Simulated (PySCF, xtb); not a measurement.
C₂H₅NO, SMILES C(=O)(N)C (connectivity only; charge and spin as stated), charge +1, multiplicity 2. Other conformers were not sampled.

Harmonic wavenumbers (cm⁻¹) from GFN2-xTB run with xtb at its own minimum, in rising order: 152, 315, 484, 488, 560, 622, 775, 888, 939, 1029, 1217, 1264, 1298, 1388, 1411, 1778, 2953, 2991, 2995, 3339, 3424.

What does PBE-D3(BJ)/def2-SVP (PySCF) give at its own minimum? (An estimate is asked for; the answer gives what the named calculation found.)

119, 359, 462, 512, 551, 663, 822, 912, 926, 1064, 1217, 1277, 1360, 1377, 1545, 1693, 2950, 3068, 3081, 3444, 3564. Paired by order, the mean absolute difference is 48 cm⁻¹ and the zero-point energies are 43.3 and 44.3 kcal/mol.
